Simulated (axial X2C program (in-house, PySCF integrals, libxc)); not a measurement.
**SBS: bond lengths and stretches, held linear**

One table from this session's results is given with a row withheld; the runs are named, their logs left out.

Computed with an in-house X2C program for linear molecules on PySCF integrals. Level: all-electron X2C, two-component (2c) or spin-free, S dyall-av3z, B dyall-v3z.

All values are calculated.

2 further runs of the same task are left out: 2 set aside as unsound or not needed.

The first run:

Input file task.json:

```json
{"zs": [16, 5, 16], "q": 0, "bas": ["dyall-av3z", "dyall-v3z", "dyall-av3z"], "r0": [1.72, 1.72], "symm": 1, "scan": ["PBE0", "HF", "PBE"], "levels": ["PBE0", "HF", "BHandHLYP"], "nst": 2}
```

Keys: zs atomic numbers; q charge; bas basis sets; r0 starting distance in Å; symm equal bonds; scan levels of the two-bond scan; levels methods; nst determinants followed.

On the command line:

```sh
$ python solin.py task.json out
```

Masses S 31.972, B 11.009, S 31.972 u.

Among the steps run: Scan at PBE0, 2c; Scan at PBE, 2c; Scan at PBE0, spin-free.

One table of the session follows, with a row left open; its other results are not shown here.

```
          level  lower stretch (cm⁻¹)  upper stretch (cm⁻¹)
       PBE0, 2c                 558.3                1123.3
        PBE, 2c                 540.6                1192.2
PBE0, spin-free                 558.5                1121.9
 PBE, spin-free                     ?                     ?
```

**Question.** Estimate the row for PBE, spin-free.

**Answer.** lower stretch (cm⁻¹): 540.7; upper stretch (cm⁻¹): 1192.0. In the column «lower stretch (cm⁻¹)» it lies between PBE, 2c (540.6) and PBE0, 2c (558.3).

Scans not shown above were run alike.

The molecule was held linear; bending was not examined, so a bent shape may lie lower. Note: functional without a current term on a determinant with orbital currents, of the molecule or an atom.
